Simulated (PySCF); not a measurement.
## EPR parameters of C3H7S

Compound: C₃H₇S (doublet state).
Geometry (GFN2-xTB, Å), atoms numbered from 1 in this order:
```xyz
11
C3H7S angstrom
C     -1.691    0.033    0.158
C     -0.357    0.491   -0.248
C      0.692   -0.604    0.053
S      2.360   -0.153   -0.530
H     -2.278   -0.578   -0.500
H     -2.014    0.136    1.175
H     -0.323    0.698   -1.320
H     -0.070    1.393    0.298
H      0.744   -0.811    1.121
H      0.447   -1.523   -0.479
H      2.496    0.921    0.246
```

The hyperfine couplings belong to this conformer and change with its torsions.

The species is `[CH2]CCS` [radical].

The calculation used UKS B3LYP, pcH-1 on C H S, non-relativistic, mean-field spin-orbit, GIAO (PySCF 2.14.0). One conformer (not necessarily the lowest) at the GFN2-xTB geometry, without solvent, vibrations or thermal averaging. A GFN2-xTB geometry isn't a minimum of the functional, and hyperfine couplings can be far from their values at a DFT geometry. No stability test was run, so a lower SCF solution isn't excluded.

```
g1, g2, g3        : 2.00243, 2.00284, 2.00320
g_iso             : 2.00283
Form of g         : rhombic: the two nearest values differ by 47 % of g3 − g1
⟨S²⟩              : 0.7537 (exact 0.7500)
α and β electrons : 21, 20
```

Isotropic coupling and dipolar principal values T1 to T3, in G (MHz turned into gauss with g_iso; 10 G = 1 mT):

```json
{"atom": "C1", "isotope": "13C", "a_iso": "34.4", "of which spin–orbit": "0.0", "T1": "-28.7", "T2": "-28.4", "T3": "57.1", "Mulliken spin population": "1.07"}
{"atom": "C2", "isotope": "13C", "a_iso": "-11.0", "of which spin–orbit": "0.0", "T1": "-0.8", "T2": "0.0", "T3": "0.8", "Mulliken spin population": "-0.09"}
{"atom": "C3", "isotope": "13C", "a_iso": "43.4", "of which spin–orbit": "0.0", "T1": "-2.0", "T2": "-1.9", "T3": "3.8", "Mulliken spin population": "0.05"}
{"atom": "S4", "isotope": "33S", "a_iso": "-0.1", "of which spin–orbit": "0.0", "T1": "-1.3", "T2": "-1.0", "T3": "2.2", "Mulliken spin population": "0.03"}
{"atom": "H5", "isotope": "1H", "a_iso": "-22.0", "of which spin–orbit": "0.0", "T1": "-13.8", "T2": "-0.1", "T3": "13.9", "Mulliken spin population": "-0.04"}
{"atom": "H6", "isotope": "1H", "a_iso": "-22.0", "of which spin–orbit": "0.0", "T1": "-13.9", "T2": "-0.1", "T3": "13.9", "Mulliken spin population": "-0.04"}
{"atom": "H7", "isotope": "1H", "a_iso": "12.6", "of which spin–orbit": "0.0", "T1": "-1.8", "T2": "-1.6", "T3": "3.3", "Mulliken spin population": "0.01"}
{"atom": "H8", "isotope": "1H", "a_iso": "12.0", "of which spin–orbit": "0.0", "T1": "-1.8", "T2": "-1.6", "T3": "3.3", "Mulliken spin population": "0.01"}
{"atom": "H9", "isotope": "1H", "a_iso": "-1.5", "of which spin–orbit": "0.0", "T1": "-1.9", "T2": "-0.8", "T3": "2.7", "Mulliken spin population": "0.00"}
{"atom": "H10", "isotope": "1H", "a_iso": "-1.3", "of which spin–orbit": "0.0", "T1": "-2.0", "T2": "-0.8", "T3": "2.9", "Mulliken spin population": "0.00"}
{"atom": "H11", "isotope": "1H", "a_iso": "-0.2", "of which spin–orbit": "0.0", "T1": "-0.6", "T2": "-0.2", "T3": "0.8", "Mulliken spin population": "0.00"}
```

The largest Mulliken spin populations are on C1 (+1.07) and C2 (-0.09). C1 is the only atom above +0.15. The positive populations add up to 1.18 and the negative ones to -0.18, together 2S = 1. The angles at C1 add up to 358.9°, so it is planar; its axial dipolar tensor and the negative couplings of its protons fit spin in a p orbital normal to that plane.

Under fast tumbling the dipolar parts average out, and these isotropic splittings remain: 2 × 1H (H5/H6, I = 1/2, 3 lines) with 2.20 mT, 2 × 1H (H7/H8, I = 1/2, 3 lines) with 1.23 mT and 2 × 1H (H9/H10, I = 1/2, 3 lines) with 0.14 mT.

Nuclei that the bonding pattern makes equivalent are averaged, as if the motion that swaps them (rotation, inversion, ring flip) were fast.

The 13C coupling of C3 (121.6 MHz) shows only in satellite lines or after enrichment, since that isotope makes up about 1.07 % of natural carbon.
